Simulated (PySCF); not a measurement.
Homolysis of single bonds, series C OH-H. All species are isolated molecules in the gas phase. One relaxed conformer stands for each flexible species; it need not be the lowest. Strings in code marks are SMILES.

The four lowest singlet excitations (Tamm–Dancoff). Computed with PBE-D3(BJ)/def2-TZVP // B3LYP-D3(BJ)/def2-TZVP (PySCF). Excitations are Tamm–Dancoff values on a coarser integration grid. The basis has no diffuse functions, so Rydberg states are missing or too high.

| state | energy (eV) | wavelength (nm) | oscillator strength |
|---|---|---|---|
| S1 | 7.18 | 173 | 0.022 |
| S2 | 7.28 | 170 | 0.029 |
| S3 | 7.91 | 157 | 0.005 |
| S4 | 7.97 | 156 | 0.038 |

Question: Identify which member gives these states.
(A) `OC(O)(O)O`
(B) `CO`
(C) `OCO` (H–O–C–O torsion -62°, O–C–O–H torsion -62°)
(D) `OC(O)O`

Answer: D, `OC(O)O`
